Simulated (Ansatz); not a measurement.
# Rutile MnF2

Method: LDA (plane waves, PAW; Ansatz, a program for electronic structure).

Run with plane-wave cutoff 520 eV, 8×8×10 k mesh (along the axes of the cell as run), spin-polarised with opposed moments, scalar-relativistic PAW data made under PBE.

Cell (relaxed at this level):

```
MnF2
1.0
    4.76521     0.00000     0.00000
    0.00000     4.76521     0.00000
    0.00000     0.00000     3.21600
Mn F
2 4
Direct
  0.00000   0.00000   0.00000
  0.50000   0.50000   0.50000
  0.30211   0.30211   0.00000
  0.80211   0.19789   0.50000
  0.19789   0.80211   0.50000
  0.69789   0.69789   0.00000
```

```yaml
elastic constant C11: 120 GPa
elastic constant C12: 104 GPa
elastic constant C13: 91.0 GPa
elastic constant C33: 176 GPa
elastic constant C44: 26.2 GPa
elastic constant C66: 74.1 GPa
Voigt–Reuss–Hill bulk modulus: 109 GPa
polycrystal shear modulus (Hill average): 27.5 GPa
young_modulus: 76.0 GPa
poisson_ratio: 0.384
```

Elastic constants are with the ions relaxed.

It cost roughly 80 core-minutes of CPU time.
